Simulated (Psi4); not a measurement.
# PH3F+ (SMILES F[PH3+]), step by step

Wanted: a structure relaxation (B3LYP-D3(BJ)/aug-cc-pVDZ), then the harmonic vibrations, then a single-point energy (CCSD(T)/def2-TZVP), then the excited states (TD-B3LYP/aug-cc-pVDZ) of PH3F+. 

Program for the calculation: Psi4 1.11.

**1. The system as given**

The species is PH3F+ (5 atoms), meant as a singlet with charge +1. SMILES: `F[PH3+]`. The coordinates come from a GFN2-xTB relaxation. The run starts from this shape.

Bond lengths: F1–P2 1.558 Å, P2–H3 1.382 Å, P2–H4 1.383 Å, P2–H5 1.383 Å. Angles: F1–P2–H3 102.8°, F1–P2–H4 102.8°, F1–P2–H5 102.8°, H3–P2–H4 115.3°, H3–P2–H5 115.3°, H4–P2–H5 115.3°.

**2. A structure relaxation at B3LYP-D3(BJ)/aug-cc-pVDZ (density fitting) (run 1)**

The input, job.inp:

```
memory 1600 mb

molecule m {
  1 1
  F
  P 1 r2
  H 2 r3 1 a3
  H 2 r4 3 a4 1 d4
  H 2 r5 3 a5 1 d5

  r2 = 1.557887
  r3 = 1.382425
  a3 = 102.75437
  r4 = 1.382765
  a4 = 115.25021
  d4 = 110.9232
  r5 = 1.382696
  a5 = 115.2783
  d5 = -110.94743
  units angstrom
}

set {
  reference rks
  geom_maxiter 60
}

e, wfn = optimize('b3lyp-d3bj2b/aug-cc-pVDZ', return_wfn=True)
```

On the command line:

```bash
psi4 -i job.inp -o job.out -n 1
```

job.out:

```text
[...]
  Running in c1 symmetry.
[...]
  Nuclear repulsion =   69.970911669465224
[...]
  Multiplicity = 1
[...]
  Nalpha       = 13
  Nbeta        = 13
[...]
    Number of basis functions: 77
[...]
   @DF-RKS iter   1:  -442.69315516305164    2.07443e-01   3.78570e-03 DIIS/ADIIS
[...]
   @DF-RKS iter   6:  -442.72525426694318   -8.52651e-13   1.91578e-09 DIIS
[...]
    Orbital Energies [Eh]
    ---------------------
    Doubly Occupied:
       1A    -77.500835     2A    -24.999217     3A     -6.958608
       4A     -5.123810     5A     -5.118437     6A     -5.118437
       7A     -1.497452     8A     -0.971241     9A     -0.780644
      10A     -0.761813    11A     -0.761811    12A     -0.669511
      13A     -0.669509
[...]
  @DF-RKS Final Energy:  -442.72525426694318
   => Energetics <=
    Nuclear Repulsion Energy =             68.6324324023825341
    One-Electron Energy =                -740.9719124711048153
    Two-Electron Energy =                 257.4713720575580282
    DFT Exchange-Correlation Energy =     -27.8535132732436850
    Empirical Dispersion Energy =          -0.0036329825352321
    VV10 Nonlocal Energy =                  0.0000000000000000
    Total Energy =                       -442.7252542669431818
[...]
 Multipole Moments:
 ------------------------------------------------------------------------------------
     Multipole            Electronic (a.u.)      Nuclear  (a.u.)        Total (a.u.)
 ------------------------------------------------------------------------------------
 L = 1.  Multiply by 2.5417464519 to convert [e a0] to [Debye]
 Dipole X            :          0.0000305           -0.0000298            0.0000008
 Dipole Y            :          0.0000071           -0.0000040            0.0000031
 Dipole Z            :         -1.5805812            3.2049556            1.6243744
 Magnitude           :                                                    1.6243744
[...]
  -Total Gradient:
     Atom            X                  Y                   Z
    ------   -----------------  -----------------  -----------------
       1       -0.000000114126    -0.000001072771    -0.000012564615
       2        0.000003345178     0.000000218151     0.000032584278
       3       -0.000002695009     0.000008902036     0.000010128353
       4        0.000007294677    -0.000003329289     0.000015029226
       5       -0.000010526477    -0.000003013521     0.000015759770
[...]
    Final optimized geometry and variables:
    Molecular point group: c1
    Full point group: C1
    Geometry (in Angstrom), charge = 1, multiplicity = 1:
    F
    P             1          r2
    H             2          r3      1          a3
    H             2          r4      3          a4      1          d4
    H             2          r5      3          a5      1          d5
    a3        =  107.5515552229
    a4        =  111.3190463224
    a5        =  111.3215860494
    d4        =  117.5797629056
    d5        = -117.5807461899
[...]
```

Standard output:

```text
Optimizer: Optimization complete!
```

Run time: 32 s. Hardware: 1 thread of Intel Xeon Platinum 8488C (Sapphire Rapids), shared host; peak memory 0.55 GiB.

Step by step:

| step | energy from the first frame kept (eV) | largest force (eV/Å) |
| --- | --- | --- |
| 0 | 0.0000 | 1.4136 |
| 1 | -0.1167 | 0.4955 |
| 2 | -0.1354 | 0.3447 |
| 3 | -0.1379 | 0.1406 |
| 4 | -0.1382 | 0.0266 |
| 5 | -0.1382 | 0.0017 |

After the run. Bond lengths: F1–P2 1.580 Å, P2–H3 1.415 Å, P2–H4 1.415 Å, P2–H5 1.415 Å. Angles: F1–P2–H3 107.6°, F1–P2–H4 107.6°, F1–P2–H5 107.6°, H3–P2–H4 111.3°, H3–P2–H5 111.3°, H4–P2–H5 111.3°.

**3. Vibrational wavenumbers at B3LYP-D3(BJ)/aug-cc-pVDZ (density fitting) (run 2)**

The input, job.dat:

```
memory 1600 mb

molecule geom {
  1 1
  F     -1.385708     0.254098     0.346156
  P      0.123588    -0.022571    -0.030924
  H      0.155013    -0.450219    -1.379106
  H      0.603115    -1.029570     0.839407
  H      0.835226     1.187929     0.141480
  units angstrom
}

set {
  basis aug-cc-pVDZ
  t 298.15
  rotational_symmetry_number 3
}

frequency("b3lyp-d3(bj)")
```

On the command line:

```bash
psi4 -i job.dat -o job.out -n 1
```

job.out, cut to the lines that bear on the results:

```text
[...]
  Running in c1 symmetry.
[...]
  Nuclear repulsion =   68.632417636492931
[...]
  Multiplicity = 1
[...]
  Nalpha       = 13
  Nbeta        = 13
[...]
    Number of basis functions: 77
[...]
   @DF-RKS iter   1:  -442.70001627039215    1.43943e-01   3.64736e-03 ADIIS/DIIS
[...]
   @DF-RKS iter   9:  -442.72525349786315   -2.84217e-12   1.60010e-09 DIIS
[...]
  @DF-RKS Final Energy:  -442.72525349786315
   => Energetics <=
    Nuclear Repulsion Energy =             68.6281661505782239
    One-Electron Energy =                -740.9640393557975813
    Two-Electron Energy =                 257.4675682466132116
    DFT Exchange-Correlation Energy =     -27.8533156695361193
    Empirical Dispersion Energy =          -0.0036328697208567
    VV10 Nonlocal Energy =                  0.0000000000000000
    Total Energy =                       -442.7252534978631502
[...]
 Multipole Moments:
[...]
  -Total Gradient:
     Atom            X                  Y                   Z
    ------   -----------------  -----------------  -----------------
       1       -0.000009587781    -0.000031013254     0.000013224683
       2       -0.000071334825     0.000387941676    -0.000265247567
       3        0.000022730818     0.000079359602    -0.000016144533
       4        0.000142236142    -0.000347076758     0.000343061624
       5       -0.000025416656    -0.000102672468    -0.000087259188
[...]
  ==> Harmonic Vibrational Analysis <==
[...]
  Freq [cm^-1]                 799.1910            801.8527            940.2907
[...]
  IR activ [km/mol]            16.5195             16.5744             95.3306
[...]
  Freq [cm^-1]                1054.1566           1054.9866           1055.3136
[...]
  IR activ [km/mol]            15.4142              4.1873              3.6778
[...]
  Freq [cm^-1]                2473.9450           2531.1032           2531.1197
[...]
  IR activ [km/mol]             1.0565             27.5544             27.5517
[...]
  Total E_0, Enthalpy at 0 [K]                                                         -442.69508682 [Eh]
[...]
  Total H, Enthalpy at  298.15 [K]                                                     -442.69101773 [Eh]
[...]
  Total G, Gibbs energy at  298.15 [K]                                                 -442.71798878 [Eh]
[...]
```

It took 2.1 min on 1 thread of Intel Xeon Platinum 8488C (Sapphire Rapids), shared host; peak memory 0.53 GiB.

**4. The energy at CCSD(T)/def2-TZVP (run 3)**

The input, fh3p.in:

```
memory 1600 MB

molecule geom {
  1 1
  F     -2.61860861     0.48017563     0.65414004
  P      0.23354747    -0.04265301    -0.05843789
  H      0.29293212    -0.85079061    -2.60613264
  H      1.13972217    -1.94560533     1.58624934
  H      1.57834839     2.24486047     0.26735845
  units bohr
  symmetry c1
}

set basis def2-TZVP
set scf_type pk
set num_frozen_docc 6

E, wfn = energy("ccsd(t)", return_wfn=True)
```

On the command line:

```bash
psi4 fh3p.in fh3p.out -n 1
```

fh3p.out:

```text
[...]
  Running in c1 symmetry.
[...]
  Nuclear repulsion =   68.632417629884259
[...]
  Multiplicity = 1
[...]
  Nalpha       = 13
  Nbeta        = 13
[...]
    Number of basis functions: 86
[...]
   @RHF iter   1:  -441.64028093586256    5.00751e-03   4.14816e-03 DIIS/ADIIS
[...]
   @RHF iter  10:  -441.71634093186987   -5.05906e-12   6.69164e-09 DIIS
[...]
    Orbital Energies [Eh]
    ---------------------
    Doubly Occupied:
       1A    -80.346954     2A    -26.582225     3A     -7.880061
       4A     -5.776357     5A     -5.775567     6A     -5.775567
       7A     -1.881534     8A     -1.181200     9A     -0.965771
      10A     -0.964971    11A     -0.964970    12A     -0.833292
      13A     -0.833289
[...]
  @RHF Final Energy:  -441.71634093186987
   => Energetics <=
    Nuclear Repulsion Energy =             68.6324176298842588
    One-Electron Energy =                -741.1739995396889071
    Two-Electron Energy =                 230.8252409779348113
    Total Energy =                       -441.7163409318698655
[...]
 Multipole Moments:
 ------------------------------------------------------------------------------------
     Multipole            Electronic (a.u.)      Nuclear  (a.u.)        Total (a.u.)
 ------------------------------------------------------------------------------------
 L = 1.  Multiply by 2.5417464519 to convert [e a0] to [Debye]
 Dipole X            :         -1.4050588            3.0613411            1.6562823
 Dipole Y            :          0.2575977           -0.5612057           -0.3036080
 Dipole Z            :          0.3510366           -0.7648378           -0.4138012
 Magnitude           :                                                    1.7339782
[...]
      * MP2 total energy                      = -442.108024402424405
[...]
      * CCSD total energy                     = -442.130891019300293
[...]
      * CCSD(T) total energy                  = -442.142917242886426
[...]
```

Wall time 23 s (1 thread of Intel Xeon Platinum 8488C (Sapphire Rapids), shared host); peak memory 0.66 GiB.

**5. The excited states at TD-B3LYP/aug-cc-pVDZ (density fitting, save jk yes) (run 4)**

The input, calc.py:

```python
import psi4

psi4.set_memory(1600000000)
psi4.set_num_threads(1)
psi4.core.set_output_file('run.log', False)

m = psi4.geometry("""
1 1
F     -2.61860861     0.48017563     0.65414004
P      0.23354747    -0.04265301    -0.05843789
H      0.29293212    -0.85079061    -2.60613264
H      1.13972217    -1.94560533     1.58624934
H      1.57834839     2.24486047     0.26735845
units bohr
symmetry c1
""")

psi4.set_options({
    'basis': 'aug-cc-pVDZ',
    'save_jk': True,
})

from psi4.driver.procrouting.response.scf_response import tdscf_excitations
energy_value, wavefunction = psi4.energy("b3lyp", molecule=m, return_wfn=True)
states = tdscf_excitations(wavefunction, states=4, tda=False)
for k, s in enumerate(states, 1):
    print(f"root {k}: {s['EXCITATION ENERGY'] * 27.211386:.4f} eV  f = {s['OSCILLATOR STRENGTH (LEN)']:.4f}  {s['SYMMETRY']}")
print('E =', round(energy_value, 9))
```

On the command line:

```bash
python calc.py
```

run.log, cut to the lines that bear on the results:

```text
[...]
  Running in c1 symmetry.
[...]
  Nuclear repulsion =   68.632417629884259
[...]
  Multiplicity = 1
[...]
  Nalpha       = 13
  Nbeta        = 13
[...]
    Number of basis functions: 77
[...]
   @DF-RKS iter   1:  -442.69638328777484    1.43943e-01   3.64736e-03 ADIIS/DIIS
[...]
   @DF-RKS iter   7:  -442.72162123590829   -6.74760e-09   1.59824e-07 DIIS
[...]
  @DF-RKS Final Energy:  -442.72162123590829
   => Energetics <=
    Nuclear Repulsion Energy =             68.6324176298842588
    One-Electron Energy =                -740.9717776222844350
    Two-Electron Energy =                 257.4712479295212120
    DFT Exchange-Correlation Energy =     -27.8535091730293054
    Empirical Dispersion Energy =           0.0000000000000000
    VV10 Nonlocal Energy =                  0.0000000000000000
    Total Energy =                       -442.7216212359082874
[...]
 Multipole Moments:
 ------------------------------------------------------------------------------------
     Multipole            Electronic (a.u.)      Nuclear  (a.u.)        Total (a.u.)
 ------------------------------------------------------------------------------------
 L = 1.  Multiply by 2.5417464519 to convert [e a0] to [Debye]
 Dipole X            :         -1.5097432            3.0613411            1.5515979
 Dipole Y            :          0.2767842           -0.5612057           -0.2844215
 Dipole Z            :          0.3771923           -0.7648378           -0.3876454
 Magnitude           :                                                    1.6243831
[...]
**********                               WARNING                                **********
**********       The names of excited state variables changed between 1.5       **********
[...]
**********                               WARNING                                **********
**********  Length-gauge rotatory strengths are **NOT** gauge-origin invariant  **********
[...]
                                    Excitation Energy         Total Energy        Oscillator Strength             Rotatory Strength
[...]
Excited State    1 (1 A):   0.30905 au   147.43 nm f = 0.0000
[...]
Excited State    2 (1 A):   0.30905 au   147.43 nm f = 0.0000
[...]
Excited State    3 (1 A):   0.39224 au   116.16 nm f = 0.0000
[...]
Excited State    4 (1 A):   0.39527 au   115.27 nm f = 0.0233
[...]
```

On the terminal:

```text
root 1: 8.4095 eV  f = 0.0000  A
root 2: 8.4096 eV  f = 0.0000  A
root 3: 10.6733 eV  f = 0.0000  A
root 4: 10.7559 eV  f = 0.0233  A
E = -442.721621236
```

It took 27 s on 1 thread of Intel Xeon Platinum 8488C (Sapphire Rapids), shared host; peak memory 0.5 GiB.

The roots found:

| excited state | energy (eV) | strength | label |
| --- | --- | --- | --- |
| 1 | 8.410 | 0.0000 | A 1 |
| 2 | 8.410 | 0.0000 | A 1 |
| 3 | 10.673 | 0.0000 | A 1 |
| 4 | 10.756 | 0.0233 | A 1 |

**6. Summary of results**

| quantity | value |
| --- | --- |
| run 1, B3LYP-D3(BJ)/aug-cc-pVDZ: total energy at the end | -442.72525 Eh |
| run 1, B3LYP-D3(BJ)/aug-cc-pVDZ: HOMO energy | -18.22 eV |
| run 1, B3LYP-D3(BJ)/aug-cc-pVDZ: LUMO energy | -8.23 eV |
| run 1, B3LYP-D3(BJ)/aug-cc-pVDZ: HOMO–LUMO gap | 9.99 eV |
| run 1, B3LYP-D3(BJ)/aug-cc-pVDZ: dispersion energy | -9.54 kJ/mol |
| run 2, B3LYP-D3(BJ)/aug-cc-pVDZ: lowest harmonic wavenumber | 799 cm⁻¹ |
| run 2, B3LYP-D3(BJ)/aug-cc-pVDZ: highest harmonic wavenumber | 2531 cm⁻¹ |
| run 2, B3LYP-D3(BJ)/aug-cc-pVDZ: zero-point energy | 79.2 kJ/mol |
| run 2, B3LYP-D3(BJ)/aug-cc-pVDZ: ideal-gas entropy at 298.15 K (symmetry number 3 as used) | 56.8 cal/(mol K) |
| run 3, CCSD(T)/def2-TZVP: total energy | -442.14292 Eh |
| run 3, CCSD(T)/def2-TZVP: HOMO energy (Hartree–Fock orbitals) | -22.67 eV |
| run 3, CCSD(T)/def2-TZVP: LUMO energy (Hartree–Fock orbitals) | -4.06 eV |
| run 3, CCSD(T)/def2-TZVP: HOMO–LUMO gap (Hartree–Fock orbitals) | 18.61 eV |
| run 3, CCSD(T)/def2-TZVP: correlation energy (6 core orbitals frozen) | -426.6 mEh |
| run 3, CCSD(T)/def2-TZVP: (T) correction | -12.03 mEh |
| run 3, CCSD(T)/def2-TZVP: T1 diagnostic | 0.012 |
| run 4, TD-B3LYP/aug-cc-pVDZ: ground-state or mean-field energy | -442.72162 Eh |
| run 4, TD-B3LYP/aug-cc-pVDZ: HOMO energy (B3LYP Kohn–Sham orbitals) | -18.22 eV |
| run 4, TD-B3LYP/aug-cc-pVDZ: LUMO energy (B3LYP Kohn–Sham orbitals) | -8.23 eV |
| run 4, TD-B3LYP/aug-cc-pVDZ: HOMO–LUMO gap (B3LYP Kohn–Sham orbitals) | 9.99 eV |
| run 4, TD-B3LYP/aug-cc-pVDZ: lowest excitation energy | 8.41 eV |

The optimisation (run 1, B3LYP-D3(BJ)/aug-cc-pVDZ) took 6 steps and changed the energy by -0.138 eV. All 9 modes (run 2, B3LYP-D3(BJ)/aug-cc-pVDZ) are real, so the shape is a minimum at this level. The triples (run 3, CCSD(T)/def2-TZVP) make up 2.8 % of the correlation energy. The brightest of the 4 transitions from the ground state lies at 10.76 eV (115 nm, f = 0.023); the lowest, at 8.41 eV, has f = 0.000.
